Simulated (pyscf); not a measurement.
Structures and frequencies: ωB97X-D3(BJ)/def2-SVP in PySCF.

Problem. Estimate the classical barrier height and the reaction energy of `[Cl][GeH2]` [doublet] + `[H][H]` -> `[Cl][GeH3]` + `[H]` [doublet] at PBE/def2-TZVP. The step runs on the doublet surface, breaks H–H and forms Ge–H; take the separated reactants as zero.

Solution. ΔE‡ = 20.8 kcal/mol, ΔE = +21.5 kcal/mol. ωB97M-D3(BJ)/def2-TZVP gives 24.1 kcal/mol and +20.9 kcal/mol. Zero-point energy shifts the barrier by -0.8 kcal/mol. It is a hydrogen abstraction, with an imaginary mode of 766i cm⁻¹. At PBE this geometry lies under the product side: in single points on another level's saddle the reverse barrier vanishes, and the forward threshold there is about the reaction energy. One saddle was located; it need not be the lowest between these sides. The angle at the transferred H is 178°. Elements up to Kr have no core potential and no relativistic terms here.
